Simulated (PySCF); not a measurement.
All of these have the formula C3H4O. Level of theory: TDDFT CAM-B3LYP/aug-cc-pVTZ, vertical, gas phase, core orbitals frozen in the response (PySCF 2.14.0, density-fitted response routines). Geometries: PBE0-D3(BJ)/def2-TZVP; one conformer of each isolated species. Triplets are in the Tamm–Dancoff approximation.

A. `O=C1CC1`
B. `CC=C=O`
C. `C#CCO`

Lowest singlet levels (six at most, fewer where fewer were computed) with oscillator strengths:

1. 6.04 eV (f 0.000); 6.65 eV (f 0.008); 6.67 eV (f 0.003); 6.96 eV (f 0.001); 7.05 eV (f 0.008); 7.36 eV (f 0.056); T1 5.36 eV
2. 3.61 eV (f 0.000); 5.52 eV (f 0.009); 6.29 eV (f 0.005); 6.49 eV (f 0.001); 6.61 eV (f 0.009); 7.38 eV (f 0.100); T1 3.26 eV
3. 3.82 eV (f 0.000); 6.06 eV (f 0.017); 6.73 eV (f 0.000); 6.81 eV (f 0.001); 6.86 eV (f 0.000); 7.06 eV (f 0.001); T1 3.27 eV

Question: Match each spectrum to its molecule.

Answer: 1 = C, 2 = B, 3 = A.
- A: S1 at 3.82 eV, HOMO→LUMO (80%), HOMO→LUMO+3 (17%); Löwdin shares by element: HOMO carbon 47%, oxygen 45%; LUMO carbon 55%, oxygen 21% (atoms not listed hold the other 24%); HOMO -8.44 and LUMO 0.08 eV; point group C2v, 3 of its 6 listed states under f = 0.0005.
- B: S1 at 3.61 eV, HOMO→LUMO (48%), HOMO→LUMO+1 (32%), HOMO→LUMO+2 (9%); Löwdin shares by element: HOMO carbon 67%, oxygen 22%; LUMO hydrogen 53% or more, carbon 13% or more (atoms not listed hold the other 34%); HOMO -7.97 and LUMO 0.00 eV; point group Cs, 1 of its 6 listed states under f = 0.0005.
- C: S1 at 6.04 eV, HOMO→LUMO (43%), HOMO→LUMO+4 (30%); Löwdin shares by element: HOMO carbon 75%, oxygen 12%; LUMO hydrogen 80% or more, carbon 9% or more; HOMO -9.12 and LUMO 0.04 eV; point group Cs, 1 of its 6 listed states under f = 0.0005.
